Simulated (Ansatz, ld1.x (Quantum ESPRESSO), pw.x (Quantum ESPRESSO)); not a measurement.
## Which Au potential is closest to all-electron in the fcc crystal?

All use PBEsol, scalar-relativistic, no spin, cutoffs from each file’s atomic test, pw.x 7.5; 14³ k-points, Fermi–Dirac smearing 0.01 Ry. Δ is the rms difference from all-electron LAPW of the E(V) curves that follow from fits to the pressures, over ±6 % in volume. Mesh and smearing are coarse and serve the comparison alone. The files are a selection: those with a ghost or negative overlap were mostly not run, and those with noisy or unconverged pressures or nearly equal Δ are left out.

All-electron: a0 = 4.083 Å (V0 = 17.02 Å³/atom), B0 = 175.2 GPa.

Problem. Rank them by Δ, smallest first.
A. norm-conserving Troullier–Martins (Kleinman–Bylander form), ld1.x (Quantum ESPRESSO) 7.5, PBEsol; core [Xe] 4f14, reference 5d10 6s1 6p0; waves: 6s (bound): rc 2.30 bohr; 6p (bound, empty): rc 2.70 bohr; 5d (bound): rc 1.40 bohr; local part: all-electron potential smoothed inside 2.35 bohr (lloc = -1); core correction: a·sin(br)/r model core, default radius (core density twice the valence density).
B. PAW, ld1.x (Quantum ESPRESSO) 7.5, PBEsol; core [Xe] 4f14, reference 5d10 6s1 6p0; waves: 6s (bound): rcut 2.40, rcutus 2.55 bohr; 6s channel at 1.2 Ry: rcut 2.40, rcutus 2.55 bohr; 6p (bound, empty): rcut 3.10, rcutus 3.85 bohr; 6p channel at 0.8 Ry: rcut 3.10, rcutus 3.85 bohr; 5d (bound): rcut 1.30, rcutus 1.55 bohr; 5d channel at 2.45 Ry: rcut 1.30, rcutus 1.55 bohr; local part: all-electron potential smoothed inside 2.25 bohr (lloc = -2); core correction: Bessel-smoothed model core, default radius (core density twice the valence density); augmentation: PSQ, inside the norm-conserving radii.
C. norm-conserving RRKJ (Kleinman–Bylander form), ld1.x (Quantum ESPRESSO) 7.5, PBEsol; core [Xe] 4f14, reference 5d10 6s1 6p0; waves: 6p (bound, empty): rc 3.30 bohr; 5d (bound): rc 1.65 bohr; 6s (bound): rc 2.15 bohr; local part: the s channel; core correction: none; rho0 0.02.

Solution. A (3.0 meV/atom), B (10.8 meV/atom), C (19.7 meV/atom).
